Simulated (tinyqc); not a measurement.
Inside a calculation. Method: G0W0 on RHF in the sto-3g basis, for H2O, spin multiplicity 1. One step of it, computed by the program tinyqc.

Question. Screening: direct RPA. With D = e_a - e_i and K = (ia|jb): diagonalise D^(1/2) (D + 4K) D^(1/2) = Z w^2 Z^T; X + Y = D^(1/2) Z w^(-1/2), each column of Z with its largest component positive (the first on a tie); E_c = (sum w - tr (D + 2K)) / 2.

orbital energies (hartree): MO1 -20.236685, MO2 -1.301930, MO3 -0.649057, MO4 -0.461036, MO5 -0.396736, MO6 0.662359, MO7 0.817727

Two-electron integrals over orbitals (pq|rs), unique and non-zero (hartree):
```
(11|11) 4.743436    (21|11) -0.412741   (21|21) 0.057328    (22|11) 1.002727
(22|21) -0.011997   (22|22) 0.735878    (31|11) -0.011099   (31|21) 0.001194
(31|22) -0.001455   (31|31) 0.011368    (32|11) 0.002326    (32|21) -0.000745
(32|22) -0.007819   (32|31) 0.018355    (32|32) 0.149103    (33|11) 0.819157
(33|21) -0.004379   (33|22) 0.658862    (33|31) 0.000591    (33|32) 0.004203
(33|33) 0.650978    (41|11) 0.188701    (41|21) -0.022397   (41|22) 0.017671
(41|31) -0.000881   (41|32) -0.000063   (41|33) 0.006825    (41|41) 0.028975
(42|11) -0.116546   (42|21) 0.009634    (42|22) 0.016259    (42|31) 0.000057
(42|32) -0.000262   (42|33) 0.007894    (42|41) 0.019065    (42|42) 0.119633
(43|11) -0.011700   (43|21) 0.000548    (43|22) -0.003467   (43|31) -0.003903
(43|32) 0.015192    (43|33) -0.001725   (43|41) 0.000680    (43|42) 0.004748
(43|43) 0.045146    (44|11) 1.021923    (44|21) -0.014589   (44|22) 0.679390
(44|31) -0.000024   (44|32) 0.003000    (44|33) 0.612887    (44|41) -0.012376
(44|42) -0.104641   (44|43) -0.007523   (44|44) 0.812646    (51|51) 0.026083
(52|51) 0.032215    (52|52) 0.142596    (53|51) 0.000865    (53|52) 0.002798
(53|53) 0.030120    (54|51) -0.013933   (54|52) -0.047433   (54|53) -0.001800
(54|54) 0.058563    (55|11) 1.115326    (55|21) -0.011546   (55|22) 0.746865
(55|31) -0.000305   (55|32) 0.001045    (55|33) 0.641441    (55|41) 0.005246
(55|42) -0.062314   (55|43) -0.006515   (55|44) 0.741458    (55|55) 0.880159
(61|11) -0.249059   (61|21) 0.037363    (61|22) -0.000323   (61|31) 0.003154
(61|32) 0.003346    (61|33) 0.000127    (61|41) -0.001729   (61|42) 0.019797
(61|43) -0.000052   (61|44) -0.020197   (61|55) -0.006392   (61|61) 0.033196
(62|11) 0.316814    (62|21) -0.006728   (62|22) 0.143598    (62|31) 0.001757
(62|32) 0.008211    (62|33) 0.079411    (62|41) 0.018515    (62|42) 0.018392
(62|43) -0.006077   (62|44) 0.095679    (62|55) 0.160900    (62|61) 0.005975
(62|62) 0.102666    (63|11) 0.063211    (63|21) -0.001383   (63|22) 0.026476
(63|31) 0.003407    (63|32) -0.038808   (63|33) 0.016236    (63|41) 0.000203
(63|42) -0.011774   (63|43) -0.025177   (63|44) 0.027143    (63|55) 0.033827
(63|61) -0.000356   (63|62) 0.018610    (63|63) 0.071140    (64|11) 0.198225
(64|21) -0.001655   (64|22) 0.085053    (64|31) -0.001656   (64|32) -0.012599
(64|33) 0.040571    (64|41) 0.002825    (64|42) -0.024078   (64|43) -0.002220
(64|44) 0.112923    (64|55) 0.102733    (64|61) 0.000026    (64|62) 0.057401
(64|63) 0.019961    (64|64) 0.059939    (65|51) 0.016477    (65|52) 0.060704
(65|53) 0.005243    (65|54) -0.004474   (65|65) 0.039852    (66|11) 0.812469
(66|21) -0.006855   (66|22) 0.621671    (66|31) 0.002572    (66|32) 0.030757
(66|33) 0.581728    (66|41) 0.021885    (66|42) 0.060256    (66|43) 0.013715
(66|44) 0.552578    (66|55) 0.593837    (66|61) 0.008230    (66|62) 0.095804
(66|63) -0.011188   (66|64) 0.037881    (66|66) 0.611002    (71|11) 0.046404
(71|21) -0.007286   (71|22) -0.000910   (71|31) 0.015522    (71|32) 0.023508
(71|33) 0.001147    (71|41) 0.000795    (71|42) -0.002880   (71|43) -0.005733
(71|44) 0.003347    (71|55) 0.001146    (71|61) -0.002413   (71|62) 0.002162
(71|63) 0.004426    (71|64) -0.002177   (71|66) 0.002983    (71|71) 0.022770
(72|11) -0.063242   (72|21) 0.001182    (72|22) -0.027810   (72|31) 0.013367
(72|32) 0.033125    (72|33) -0.012742   (72|41) -0.002800   (72|42) 0.000805
(72|43) -0.034175   (72|44) -0.021534   (72|55) -0.031349   (72|61) 0.002257
(72|62) -0.009305   (72|63) 0.033504    (72|64) -0.012939   (72|66) -0.020323
(72|71) 0.017398    (72|72) 0.061316    (73|11) 0.353627    (73|21) -0.007729
(73|22) 0.125339    (73|31) -0.000234   (73|32) 0.009726    (73|33) 0.090443
(73|41) -0.001226   (73|42) -0.073623   (73|43) -0.001906   (73|44) 0.163243
(73|55) 0.181277    (73|61) -0.007416   (73|62) 0.075446    (73|63) 0.015226
(73|64) 0.066588    (73|66) 0.039077    (73|71) 0.001148    (73|72) -0.020566
(73|73) 0.146969    (74|11) -0.022875   (74|21) 0.000293    (74|22) -0.006264
(74|31) -0.010092   (74|32) -0.076748   (74|33) -0.008204   (74|41) -0.000788
(74|42) 0.000244    (74|43) 0.008795    (74|44) -0.013145   (74|55) -0.011096
(74|61) -0.002562   (74|62) -0.011597   (74|63) 0.037158    (74|64) 0.004388
(74|66) -0.023238   (74|71) -0.013577   (74|72) -0.014121   (74|73) -0.014801
(74|74) 0.067144    (75|51) -0.003056   (75|52) -0.011409   (75|53) 0.022923
(75|54) 0.001705    (75|65) -0.002894   (75|75) 0.024440    (76|11) 0.006818
(76|21) -0.000540   (76|22) -0.004827   (76|31) 0.009386    (76|32) 0.096863
(76|33) 0.009291    (76|41) -0.002950   (76|42) -0.010755   (76|43) 0.038555
(76|44) 0.011660    (76|55) 0.003933    (76|61) -0.000193   (76|62) -0.004697
(76|63) -0.057420   (76|64) -0.011393   (76|66) 0.029728    (76|71) 0.012446
(76|72) -0.011756   (76|73) 0.017693    (76|74) -0.052255   (76|76) 0.105941
(77|11) 0.880472    (77|21) -0.009541   (77|22) 0.633302    (77|31) -0.003740
(77|32) -0.034649   (77|33) 0.620836    (77|41) 0.004810    (77|42) -0.009192
(77|43) -0.014372   (77|44) 0.616852    (77|55) 0.630615    (77|61) -0.006034
(77|62) 0.071088    (77|63) 0.036112    (77|64) 0.041072    (77|66) 0.562589
(77|71) -0.003520   (77|72) -0.010804   (77|73) 0.085584    (77|74) 0.014647
(77|76) -0.027186   (77|77) 0.638002
```

Give: D^(1/2) (D + 4K) D^(1/2); excitation energies w; X + Y; RPA correlation energy.

Answer.

D^(1/2) (D + 4K) D^(1/2) (hartree^2), lower triangle:
```
         1>6      1>7     2>6     2>7    3>6     3>7    4>6    4>7
1>6  439.545
1>7   -0.202  445.206
2>6    0.153    0.056   4.665
2>7    0.060    0.465  -0.076   5.013
3>6   -0.007    0.093   0.119   0.223  2.093
3>7   -0.164    0.026   0.512  -0.145  0.084   3.014
4>6    0.001   -0.042   0.341  -0.080  0.097   0.342  1.531
4>7   -0.053   -0.282  -0.074  -0.093  0.192  -0.081  0.021  1.979
5>6    0.000    0.000   0.000   0.000  0.000   0.000  0.000  0.000
5>7    0.000    0.000   0.000   0.000  0.000   0.000  0.000  0.000

        5>6    5>7
5>6   1.291
5>7  -0.013  1.594
```

excitation energies w (hartree): 1.136  1.196  1.263  1.344  1.496  1.705  2.196  2.257  20.965  21.100

X + Y:
```
         1       2       3       4       5       6       7       8
1>6  0.000   0.000   0.000   0.000   0.000   0.002  -0.001   0.000
1>7  0.000   0.000   0.000   0.002   0.001   0.000  -0.002  -0.003
2>6  0.000  -0.090   0.000   0.040  -0.026  -0.330   0.808  -0.384
2>7  0.000   0.024   0.000   0.088  -0.050   0.055   0.436   0.863
3>6  0.000  -0.108   0.000  -0.605   0.725   0.065   0.063   0.032
3>7  0.000  -0.202   0.000   0.099  -0.053   0.866   0.189  -0.140
4>6  0.000   0.945   0.000  -0.017   0.081   0.128   0.074  -0.053
4>7  0.000  -0.036   0.000   0.761   0.575  -0.038  -0.028  -0.008
5>6  0.965   0.000  -0.040   0.000   0.000   0.000   0.000   0.000
5>7  0.045   0.000   0.980   0.000   0.000   0.000   0.000   0.000

         9      10
1>6  0.998  -0.036
1>7  0.036   0.998
2>6  0.000   0.000
2>7  0.000   0.000
3>6  0.000   0.000
3>7  0.000   0.000
4>6  0.000   0.000
4>7  0.000   0.000
5>6  0.000   0.000
5>7  0.000   0.000
```

RPA correlation energy = -0.04691 hartree
